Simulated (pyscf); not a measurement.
Single points on ωB97X-D3(BJ)/def2-SVP structures (PySCF, gas phase). Correlated levels are frozen-core, on RHF or UHF. ΔMP2 is the change of the MP2 total energy from the triple- to the quadruple-zeta basis.

**Question.** Estimate by transition-state theory (the high-pressure limit) the rate constant of `[F][SiH]` [singlet] + `[OH2]` → `[OH][SiH2][F]` (singlet surface; H–O broken, O–Si, H–Si formed) at 900 K, with CCSD(T)/def2-TZVPP + ΔMP2(QZVPP) energies (ideal gas, 1 atm, RRHO with modes under 100 cm⁻¹ raised to 100, one conformer, R ln 2 for rigid chiral ones; no tunnelling).

**Answer.** The electronic barrier is 11.9 kcal/mol and the thermal terms add +29.3, so ΔG‡ = 41.2 kcal/mol. With k_BT/h = 1.88e+13 s⁻¹ and RT = 1.788 kcal/mol, and a volume of 1.23e-19 cm³ per molecule at 1 atm, k = 2.3e-16 cm³ molecule⁻¹ s⁻¹. The product is born with the 86 kcal/mol of the reverse barrier and needs collisions to keep. Wigner's tunnelling factor for 1585i cm⁻¹ would be 1.27. A shift of 1 kcal/mol in the barrier changes k by a factor 1.7. On the reactant side the descent ends in an adduct with a O–Si contact, 16.7 kcal/mol under the separated species and 25.2 kcal/mol under the saddle at ωB97X-D3(BJ)/def2-TZVP. What is counted as formed (O–Si) is already present as a longer contact in the reactant adduct; forming that adduct is a step of its own. At ωB97X-D3(BJ) the barrier from the zero used here is 8.6 kcal/mol. The same reactants have a lower exit, to HO–Si:–F [singlet] + H₂ (barrier +1.5 kcal/mol at ωB97M-D3(BJ), against +10.8 kcal/mol here). One saddle was located; it need not be the lowest between these sides. The CCSD(T) − MP2 part came from Ansatz, without density fitting, on the same reference.
